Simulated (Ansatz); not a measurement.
## HB–BH, singlet: the ladder up to full CI

Geometry: a point of a stretch scan, not a stationary point.

```yaml
atoms:
  - { symbol: B, position_ang: [0.0000, 0.0000, 1.4085] }
  - { symbol: B, position_ang: [0.0000, 0.0000, -1.4085] }
  - { symbol: H, position_ang: [0.0000, 0.0000, 2.5842] }
  - { symbol: H, position_ang: [0.0000, 0.0000, -2.5842] }
```

Basis cc-pVDZ; Ansatz 0.2.0. Correlated methods freeze the noble-gas cores, which leaves 8 electrons in 36 orbitals. Prefix R: restricted or restricted open-shell reference; prefix U: unrestricted. Active spaces: valence = (8e, 10o) chosen from the atoms' valence shells; pair = (2e, 2o) about the gap.

Full CI is exact within this basis and frozen core; it isn't the basis-set limit. The frozen core follows each run's orbitals, which can shift R against U totals by a few meV.

Unrestricted rows (U) aren't spin-pure: their determinants' ⟨S²⟩ exceeds S(S+1) by up to 1.32, so they mix in states of higher spin.

```
UHF ⟨S²⟩                          : 1.321
T1 diagnostic (RCCSD)             : 0.0096
largest doubles amplitude (RCCSD) : 0.155
```

```tsv
level	E − E(full CI) (mEh)	share of correlation (%)	wall time
RHF	197.47	0.00	–
UHF	152.68	22.68	–
RMP2	68.28	65.42	–
UMP2	55.92	71.68	–
CISD	26.90	86.38	1 s
RCCSD	6.64	96.64	–
UCCSD	7.33	96.29	–
RCCSD(T)	2.08	98.95	0.9 s
UCCSD(T)	3.83	98.06	4.3 s
BCCD(T)	2.15	98.91	1.1 s
RCCSDT	-0.01	100.00	–
UCCSDT	1.49	99.25	–
CISDTQ	1.82	99.08	3.8 s (H100)
RCCSDT(Q)	-0.06	100.03	3 s
UCCSDT(Q)	0.91	99.54	18 s
RCCSDTQ	-0.01	100.01	4.2 s (H100)
UCCSDTQ	0.11	99.94	39 s (H100)
CASSCF (valence space)	77.19	60.91	–
NEVPT2 (valence space)	27.37	86.14	5.5 s
MRCISD (valence space)	4.56	97.69	–
MRCISD+Q (valence space)	1.63	99.17	5.5 s (H100)
```

The correlation energy at full CI, counted from RHF, is -5.374 eV. That run took 49 s on 5 threads of AMD EPYC 7R13 with a whole H100 80 GB, shared host over 433,847,217 determinants.

Run but not shown, since their state or frozen core can't be matched to the reference's or they repeat it: CASSCF (pair space), NEVPT2 (pair space), MRCISD (pair space), MRCISD+Q (pair space).

Times hold each run's SCF and search for its determinant on a shared host, so for small cases they say little of a method's own cost; rows without a card ran on 1 thread of AMD EPYC 7R13.

The full-CI state has the irrep Ag of D2h, in the program's axes (one component, if the state is degenerate).

Natural occupations of full CI about the gap: 1.959 1.957 1.852 1.619 0.182 0.182 0.070 0.070 0.021 0.021; effectively unpaired electrons, Σ n²(2−n)², 0.73. No single determinant describes this state well, so single-reference rows can miss without a flag.
